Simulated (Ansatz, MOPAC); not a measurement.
Noncovalent pair: CH5N (SMILES CN) (first 7 atoms) with H2O (SMILES O); geometry from S66by8 set.
(charge 0, multiplicity 1):
```
atom    x (Å)    y (Å)    z (Å)
----  -------  -------  -------
N     -0.8721  -0.7184  -0.3547
H     -0.9678  -1.6873  -0.0788
H     -1.4613  -0.6050  -1.1695
C     -1.3556   0.1496   0.7257
H     -1.2514   1.1867   0.4178
H     -2.3934  -0.0238   1.0168
H     -0.7237   0.0100   1.5989
O      1.9748   0.5638  -0.2579
H      1.1573   0.0675  -0.4310
H      2.5567   0.3053  -0.9736
```

Interaction energies are E(AB) − E(A) − E(B) at the monomers' geometry in the complex; basis-set methods are counterpoise corrected.

The state that AM1, PM6, PM7 reach isn't checked; PM7 holds dispersion and hydrogen-bond terms.

Programs: Ansatz (Gaussian basis) for Hartree–Fock, density functionals and correlated methods; MOPAC for AM1, PM6, PM7 (differences of heats of formation). 

One of these levels gives -6.74 kcal/mol for the interaction energy. Which?
A. HF/aug-cc-pVDZ
B. PM7
C. AM1
D. PM6

B, PM7. The others give -1.14 (AM1), -4.37 (PM6), -4.83 (HF/aug-cc-pVDZ)

Ansatz is an electronic-structure program.
